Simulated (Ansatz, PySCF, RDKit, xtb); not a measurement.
# Solving C2H7S+, step by step

Only the formula C2H7S+ is given (charge +1). Aim: find the structure of lowest free energy at 298.15 K, then its properties.

The funnel: GFN2-xTB relaxations, single points with a density functional, relaxations at PBE0-D3(BJ)/def2-SVP, harmonic vibrations, and a last energy at a higher level. All values are calculated.

4 further runs of the same task are left out: 4 set aside as unsound or not needed.

## (1) Candidates

A program enumerates the bonding patterns with one Lewis structure each (two rings at most, one unusual centre or charged pair), with their diastereomers. O–O, O–halogen and N–halogen bonds and N–N–N chains are not drawn. That gives 2 candidates.

| label | SMILES | spin |
| --- | --- | --- |
| c090 | CC[SH2+] | singlet |
| c630 | C[SH+]C | singlet |

Candidates are built by distance geometry, with a force field where one applies, in up to four conformers (letters a to d).

Q: Predict the outcome of this search (final energies at CCSD(T)/def2-TZVP).

| quantity | value |
| --- | --- |
| lowest structure found | C[SH+]C, singlet, Cs |
| next finalist | CC[SH2+], singlet, 6.8 kcal/mol higher in G |
| share at equilibrium, among the finalists | 100.0 % |
| harmonic wavenumbers, lowest and highest (PBE0-D3(BJ)/def2-SVP) | 179 and 3228 cm⁻¹ |
| rotational constants, same geometry | 0.5923, 0.2327, 0.1851 cm⁻¹ |
| HOMO energy (PBE0/def2-TZVPD) | -15.06 eV |
| LUMO energy (PBE0/def2-TZVPD) | -5.68 eV |
| HOMO–LUMO gap (PBE0/def2-TZVPD) | 9.38 eV |
| lowest excitation (TD-B3LYP/def2-SVPD) | 7.95 eV (f = 0.027) |
| strongest of the states computed, same level | 8.34 eV (f = 0.056) |
| lowest triplet excitation, same level, Tamm-Dancoff | 6.89 eV |
| vertical ionisation energy | 17.44 eV |
| vertical recombination energy (electron added) | 3.88 eV |
| vertical triplet less singlet | +6.72 eV |

`C[SH+]C` comes out lowest. Among the finalists first place is clear (6.8 kcal/mol); structures outside the list aren't covered. GFN2-xTB, HF/STO-3G, r2SCAN-D4/def2-SVP, PBE0-D3(BJ)/def2-SVP, HF/def2-TZVP and MP2/def2-TZVP already put its bonding pattern lowest among the structures in one piece. The search is not exhaustive (a finite list of starts, one conformer a finalist), so a lower isomer can't be ruled out. Patterns outside the rules of the enumeration were met only by chance.
